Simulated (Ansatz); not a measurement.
Input file:

```yaml
crystal:
  periodic: [false, false, false]
  atoms:
    - {symbol: Ge, position_ang: [0.000000, -0.022865, 1.190258]}
    - {symbol: Ge, position_ang: [0.000000, 0.040906, -1.232137]}
    - {symbol: H, position_ang: [1.255509, -0.742092, 1.716378]}
    - {symbol: H, position_ang: [0.000000, 1.432623, 1.676692]}
    - {symbol: H, position_ang: [-1.255509, -0.742092, 1.716378]}
    - {symbol: H, position_ang: [0.000000, -1.248594, -2.091358]}
basis:
  gaussian: {orbitals: cc-pVTZ}
magnetization: {spin_polarized: false, initial_magnetization: 2}
correlation: {method: bccd_t, electrons: outside_noble_gas}
```

```sh
$ ansatz run in.yaml --threads 2 --pin off --events-out ev --progress --plain --max-ram 24576MiB --backend cuda --devices 0, --max-vram 18GiB
```

Log:

```
867 factors; integrals over basis functions are off by at most 9.5e-4 eV
mean field evaluation 1: about -113010.0650 eV, gradient 1.1e1 eV
mean field evaluation 2: about -113010.0664 eV, gradient 1.1e1 eV
mean field evaluation 4: about -113011.2656 eV, gradient 2.0e0 eV
mean field evaluation 8: about -113011.2918 eV, gradient 1.4e-1 eV
mean field evaluation 16: about -113011.2852 eV, gradient 4.2e-1 eV
mean field -113011.29234954 eV, -4153.0883920405 hartree, gradient 3.3e-6 eV, S^2 2.000000; 0 other end points of the search recorded, 0 dependent functions left out
28 core orbitals not correlated: weight in the atoms' cores, before any rotation towards them, 1.000 or more for the frozen orbitals, at most 0.000 for the correlated occupied ones
reference -113011.29234954 eV, -4153.0883920405 hartree; 7, 5 occupied and 107, 109 virtual orbitals, 867 factors
second order -5.53167382 eV of doubles, -0.04475025 eV of singles
cycle   1  -6.36365233 eV  change   -7.9e-1 eV  update   7.1e-2
cycle   2  -6.64322871 eV  change   -2.8e-1 eV  update   2.7e-2
cycle   3  -6.65787687 eV  change   -1.5e-2 eV  update   1.0e-2
cycle   4  -6.65184048 eV  change    6.0e-3 eV  update   4.8e-3
cycle   5  -6.64984543 eV  change    2.0e-3 eV  update   2.0e-3
cycle   6  -6.64982054 eV  change    2.5e-5 eV  update   8.2e-4
cycle   7  -6.65023756 eV  change   -4.2e-4 eV  update   4.1e-4
cycle   8  -6.65033307 eV  change   -9.6e-5 eV  update   1.9e-4
cycle   9  -6.65025134 eV  change    8.2e-5 eV  update   7.8e-5
cycle  10  -6.65024979 eV  change    1.5e-6 eV  update   2.6e-5
cycle  11  -6.65025140 eV  change   -1.6e-6 eV  update   9.1e-6
perturbative correction -0.22084598 eV, -0.0081159401 hartree
Total energy: -113018.16344692 eV, -4153.3409002119 hartree
```

Ran on 2 threads of AMD EPYC 7R13 with a shared H100 80 GB, shared host: 10 s wall, 0.81 GiB peak host memory.
